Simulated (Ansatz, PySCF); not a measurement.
Breaking a bond: SMILES CC. The C1–H8 bond (C1 also carries C, H, H; H8 carries nothing else) is pulled apart rigidly from the PBE0/def2-TZVP optimised geometry.

Levels: UCCSD = CCSD on UHF/cc-pVTZ, frozen core (Ansatz, a program for electronic structure); UHF/LANL2DZ = unrestricted Hartree-Fock/LANL2DZ (PySCF); UMP2 = Ansatz with MP2 on UHF/cc-pVTZ, frozen core.

Energies are in kJ/mol, each relative to the lowest point of its own curve near equilibrium.

| R / Å | UCCSD | UHF/LANL2DZ | UMP2 |
|---|---|---|---|
| 0.82 | 208.3 | 216.3 | 207.6 |
| 0.88 | 109.8 | 112.9 | 109.1 |
| 0.93 | 57.1 | 57.8 | 56.5 |
| 0.99 | 19.7 | 19.2 | 19.2 |
| 1.02 | 9.1 | 8.4 | 8.8 |
| 1.06 | (withheld) | 1.1 | (withheld) |
| 1.09 | 0.0 | 0.0 | 0.0 |
| 1.12 | 1.3 | (withheld) | (withheld) |
| 1.14 | 3.6 | (withheld) | 3.9 |
| 1.19 | 13.2 | 15.7 | 14.0 |
| 1.25 | 30.4 | 35.1 | 31.9 |
| 1.35 | 67.9 | 76.7 | 70.9 |
| 1.47 | 120.0 | 134.6 | 125.5 |
| 1.64 | 195.7 | 220.2 | 205.9 |
| 1.80 | 264.2 | 283.2 | 315.6 |
| 1.96 | 324.9 | 319.8 | 381.8 |
| 2.19 | 393.6 | 347.5 | 430.9 |
| 2.40 | 433.8 | 359.8 | 452.6 |
| 2.67 | 458.9 | (withheld) | 465.9 |
| 2.96 | 468.9 | 370.3 | 472.0 |
| 3.27 | 472.6 | 371.6 | 474.8 |
| 3.79 | 474.6 | 372.4 | 476.3 |

Problem. Complete the blanks.

Solution. 
- 1.06, UCCSD: 1.6
- 1.06, UMP2: 1.4
- 1.12, UHF/LANL2DZ: 1.9
- 1.12, UMP2: 1.5
- 1.14, UHF/LANL2DZ: 4.7
- 2.67, UHF/LANL2DZ: 367.0

The unrestricted determinant behind UCCSD, UHF/LANL2DZ, UMP2 is spin-contaminated at 1.80 to 3.79 Å (<S²> up to 1.0, against 0.00 for a pure singlet).
